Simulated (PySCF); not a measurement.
# P: ionisation energy

P [Ne] 3s2 3p3 (4S) → P⁺ [Ne] 3s2 3p2 (3P), as a difference of total energies. Calculation: PySCF 2.14, in aug-cc-pVQZ-DK (7s6p4d3f2g, 84 functions); the spin-free X2C one-electron Hamiltonian (Gaussian nucleus). Correlated levels: valence: [Ne] frozen. The calculations carry no spin-orbit coupling.

```tsv
method	ionisation energy (eV)
UHF	9.895
PBE	10.478
r2SCAN	10.613
wB97X	10.379
M06	10.332
M06-2X	10.312
TPSS	10.495
MP2 (valence)	10.512
SCS-MP2 (valence)	10.332
```

Problem. Estimate what LDA gives.

Solution. 10.566 eV, closest to r2SCAN among the rows shown.

Problem. Estimate what PBE0 gives.

Solution. 10.518 eV, closest to MP2 (valence) among the rows shown.

A first-order spin-orbit estimate (lowest level to lowest level, LS coupling) adds -0.034 eV.

Errors of the correlated levels include the incompleteness of this basis and the frozen core.

For comparison: 10.487 eV (measured; NIST Atomic Spectra Database, ionization energies).
